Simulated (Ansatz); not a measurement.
hcp Cd, treated with HSE06 (PAW; Ansatz, a first-principles code).

Settings: plane-wave cutoff 500 eV, 12×12×6 k mesh (along the axes of the cell as run), Fermi–Dirac smearing 0.1 eV, scalar-relativistic PAW data made under PBE.

Computed at the level's own relaxed cell.

Question: Give the computed equilibrium volume per atom, lattice constant a and c axis length.

Answer: 
- equilibrium volume per atom: 22.60 Å³/atom
- lattice constant a: 2.977 Å
- c axis length: 5.891 Å

Measured, for comparison: lattice constant a 2.979 Å, lattice parameter c 5.617 Å (293 K, not corrected to a static lattice; as tabulated in Wikipedia's data pages). Computed (rounded) less measured: lattice constant a -0.1 %, lattice parameter c +4.9 %.

Note: exact exchange on metals is sensitive to the k mesh and can open a false gap; the run warned that the count of filled bands differs between k points.

The computed numbers hold no vibrational or temperature effects.

It cost around 27 core-minutes (rough) of CPU time.
